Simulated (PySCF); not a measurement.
**Electric field gradients and quadrupole coupling constants**

Species: C2H6OS.
Atom-mapped SMILES: `[CH3:1][S:2]([CH3:3])=[O:4]` (hydrogens: H5, H6, H7 on C1; H8, H9, H10 on C3)

Geometry (PBE0-D3(BJ)/def2-SVP, Å), atoms numbered from 1 in this order:
```xyz
10
C2H6OS angstrom
C     -1.3076    0.1165   -0.4072
S     -0.0296   -1.0244    0.1931
C      1.3674    0.1223    0.0275
O     -0.2655   -1.1789    1.6666
H     -2.2637   -0.4135   -0.3024
H     -1.1359    0.3795   -1.4610
H     -1.3068    1.0071    0.2378
H      1.1517    1.0199    0.6250
H      2.2371   -0.3994    0.4487
H      1.5500    0.3715   -1.0277
```

Field gradients from the PBE0/pcSseg-1 density (PySCF, non-relativistic), principal values in atomic units, ordered |Vxx| ≤ |Vyy| ≤ |Vzz|:

```csv
atom,Vxx,Vyy,Vzz
S2,1.0161,1.1328,-2.1489
O4,-0.6588,-1.2779,1.9367
```

Q: Find the asymmetry η = (Vxx − Vyy)/Vzz and the couplings χ = eQV/h (234.96 MHz × Q in barn × V in au), with Q(33S) = −0.0678 b, Q(17O) = −0.0256 b.

A: 
```
atom      environment  nucleus     η  χzz (MHz)  χxx (MHz)  χyy (MHz)
  S2  sulfinyl sulfur      33S  0.05      34.23     -16.19     -18.05
  O4  sulfinyl oxygen      17O  0.32     -11.65       3.96       7.69
```

The tensor is traceless: Vxx + Vyy + Vzz = 0.

Q: What is Vzz at S2 in SI units (1 au = 9.71736 × 10²¹ V/m²)?

A: -2.1489 au = -20.881 × 10²¹ V/m².

Isolated species at its PBE0-D3(BJ)/def2-SVP geometry, gas phase. The small basis limits the accuracy of the gradients.

The run behind these numbers computed NMR shieldings as well. On an Intel Xeon at 2.30 GHz with one thread, shared host with 24 logical CPUs at a one-minute load of 12, this took 7.5 s of wall time (grids of density and orbitals included).
